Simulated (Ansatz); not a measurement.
Compare A (`C=CC(=C)O`) with its isomer B (`C=C/C=C\O`).

Computed with Ansatz on PBE0-D4/def2-TZVP structures; ΔE is electronic, products minus reactants. CCSD(T)/CBS adds triple-zeta CCSD(T) − MP2 to the extrapolated MP2 energy (def2 sets, frozen cores). This one scheme is used for every species. DFT in def2-TZVPP. Each species was taken in one conformer, which may not be the lowest.

A:

```xyz
11

C     1.6273   -1.0579    0.0287
C     0.9168    0.0580    0.1613
C    -0.5203    0.1477   -0.0512
C    -1.1978    1.2919    0.0922
O    -1.0932   -1.0295   -0.4040
H     1.1573   -1.9917   -0.2542
H     2.6965   -1.0623    0.2005
H     1.3975    0.9882    0.4452
H    -0.6792    2.1963    0.3758
H    -2.2683    1.3516   -0.0678
H    -2.0366   -0.8923   -0.5266
```

B:

Z-matrix (Å, degrees):
```
C
C 1 1.334
H 1 1.085 2 121.2
H 1 1.082 2 121.5 3 180.0
C 2 1.443 1 124.9 3 0.0
H 2 1.090 1 117.1 3 -180.0
C 5 1.339 2 125.8 1 180.0
H 5 1.084 2 117.6 1 -0.0
O 7 1.347 5 127.6 2 -0.0
H 7 1.083 5 121.5 2 180.0
H 9 0.963 7 109.8 5 -0.0
```

**Question.** Which isomer does CCSD(T)/CBS put lower? Give the gap. (Estimate.)

**Answer.** The calculation gave: A, by 2.1 kcal/mol.

**Question.** Give E(B) − E(A) in kcal/mol with r2SCAN-D4, B2PLYP, PBE-D4, CCSD/def2-TZVPP, ωB97M-V, PBE0-D4, HF/def2-TZVPP. (An estimate is asked.)

**Answer.** Computed: r2SCAN-D4 1.4, B2PLYP 1.5, PBE-D4 0.6, CCSD/def2-TZVPP 2.3, ωB97M-V 2.3, PBE0-D4 1.3, HF/def2-TZVPP 2.6. None reverses the order clearly.

Largest T1 diagnostic: 0.012.
